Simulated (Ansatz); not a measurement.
**Relative stability**

Two relaxed structures of CH4AlNa, closed shell (PBE0-D4/def2-TZVP; forces vanish, vibrations not checked).

A:

```xyz
7
angstrom
C -0.7126 0.1034 -0.0021
Al 0.7147 -1.2106 0.9210
Na 1.4667 0.9804 -0.9658
H -1.2714 0.4372 0.8824
H -0.7524 0.9794 -0.6814
H -1.3785 -0.6290 -0.4792
H 2.1957 -0.4998 0.1647
```

B:

C1  (-0.826, 0.510, -0.283)
Al2  (0.882, -0.413, 0.123)
Na3  (1.435, -2.231, 2.331)
H4  (-1.637, 0.301, 0.419)
H5  (-0.666, 1.595, -0.304)
H6  (-1.167, 0.231, -1.288)
H7  (1.979, 0.006, -0.998)
(Å)

Computed with Ansatz 0.2.0 (basis: def2-TZVPP); correlated methods freeze the cores. The outer core shell of Li, Na, Mg and K is correlated. The def2 sets are not built for correlating such inner shells, so the correlated values are less sure here. B3LYP uses VWN-RPA correlation.

**Question.** Which structure is lower at CCSD(T), and by how much? (An estimate is asked for; the value comes from the calculation.)

**Answer.** Computed: B, by 46.6 kJ/mol (electronic energy, against the other). By their contacts, A is CH₄AlNa ([H]1[CH2]2[Al]3[H][Na]123) and B is CH₄AlNa ([CH3][AlH][Na]).

All methods give the same order:

| method | E(B) − E(A) (kJ/mol) |
| --- | --- |
| PBE-D4 | -53.1 |
| r2SCAN-D4 | -50.6 |
| PBE0-D4 | -55.6 |
| B3LYP-D4 | -52.9 |
| wB97M-V | -45.0 |
| HF | -66.1 |
| MP2 | -51.7 |
| CCSD | -48.2 |
| CCSD(T) | -46.6 |

T1 diagnostic: at most 0.011. The restricted Hartree–Fock reference is unstable towards an unrestricted one at one or more of these structures.

Labels in which every atom is bracketed show which atoms are joined, not bond orders.

For scale, one of the runs: CCSD(T)/def2-TZVPP, 161 basis functions, launched by `ansatz run in.yaml --threads 2 --pin off --events-out ev --progress --plain --max-ram 4352MiB`. The run took 28 s on 2 CPU threads of an Arm Neoverse V1 (shared host), with 1.2 GiB of host memory at its peak.
